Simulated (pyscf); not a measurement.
`[CH3][SiH2][CH3]` + `[H]` [doublet] → `[CH3][SiH][CH3]` [doublet] + `[H][H]` (hydrogen abstraction; doublet surface; H–Si broken, H–H formed). PySCF, gas phase, ωB97X-D3(BJ)/def2-SVP geometries. Energies in eV from the separated reactants.

| level | barrier | reaction energy |
|---|---|---|
| ωB97X-D3(BJ)/def2-TZVP | 0.19 | -0.42 |
| PBE/def2-TZVP | -0.02 | -0.55 |
| B3LYP-D3(BJ)/def2-TZVP | -0.01 | -0.59 |
| M06-2X/def2-TZVP | 0.22 | -0.56 |
| ωB97M-D3(BJ)/def2-TZVP | 0.19 | -0.41 |
| HF/def2-TZVP | 0.59 | -0.23 |

At PBE, B3LYP-D3(BJ) this geometry lies under the reactants; that is no barrier but a single point on another level's saddle; such a level's own saddle, if it has one, lies nearer that side and is low. One saddle was located; it need not be the lowest between these sides. The angle at the transferred H is 176°.
